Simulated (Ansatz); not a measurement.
`C[CH]CF` radical at its PBE0-D4/def2-TZVP geometry, where that method's forces vanish. Charge 0, multiplicity 2.

```xyz
10

C    -0.4171    1.1821   -0.3140
C    -0.1710    0.0412    0.5954
C     0.4610   -1.1960    0.1012
F     1.6605   -0.9198   -0.5569
H     0.4430    1.3615   -0.9651
H    -1.2755    0.9892   -0.9763
H    -0.6343    2.0994    0.2351
H    -0.5753    0.0466    1.6005
H    -0.1727   -1.7132   -0.6355
H     0.6816   -1.8909    0.9155
```

Question: What forces (eV/Å) does PBE-D4/def2-TZVPP give on these atoms in Ansatz? (Best estimate.)

Answer: Computed: 
```
C1   0.039 -0.038  0.118
C2  -0.012 -0.014 -0.049
C3  -0.373  0.042  0.284
F4   0.649  0.124 -0.374
H5   0.162  0.040 -0.156
H6  -0.180 -0.025 -0.160
H7  -0.056  0.188  0.094
H8  -0.082  0.010  0.224
H9  -0.167 -0.145 -0.176
H10  0.018 -0.181  0.196
```
